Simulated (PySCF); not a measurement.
# MgCl−: bond curves at several levels of theory

The task here is to estimate one member of a computed series from the others.

Method: Mg aug-cc-pVDZ, Cl aug-cc-pV(D+d)Z, no relativity; program: PySCF 2.14.0.

1 further run of the same task is left out (set aside as unsound or not needed).

The first run:

The job is set up so:

```
atoms                         : Mg, Cl
charge                        : -1
basis                         : Mg aug-cc-pVDZ, Cl aug-cc-pV(D+d)Z
Hamiltonian                   : no relativity
basis functions               : 59
electrons treated             : 30
masses in u                   : 23.9850, 34.9689
levels                        : PBE0, PBE, r²SCAN, B2PLYP, BLYP, LDA, HF, MP2, SCS-MP2, CCSD, CCSD(T)
grid                          : 80 radial by 434 angular points
occupations                   : held fixed by the projection of orbital angular momentum
dissociation limit            : Mg + Cl−, each in its ground configuration
starting distance in angstrom : 2.425
values of 2S to try           : 0, 2
```

On the command line:

```console
> OMP_NUM_THREADS=1 python dia.py task.json out
```

Among the steps run: Set-up; The PBE0 curve of the state that the search chose; PBE (GGA); r²SCAN (meta-GGA); B2PLYP (double hybrid); BLYP (GGA); LDA (local density); RHF; Adding correlation.

One of the session's tables, all rows but one given; the rest of the session is left out.

It belongs to the step «Constants by level of theory». 

| level | ωe (%) |
| --- | --- |
| RHF | -2.1 |
| RHF-MP2 | +0.1 |
| RHF-SCS-MP2 | -1.1 |
| RHF-CCSD | -0.4 |
| LDA | +1.8 |
| PBE | -5.0 |
| BLYP | ? |
| r²SCAN | +1.6 |
| PBE0 | -1.6 |
| B2PLYP | -3.7 |

Q: Estimate the row for BLYP from the others.

**Answer.** ωe (%): -10.4. In the column «ωe (%)» it is the lowest.
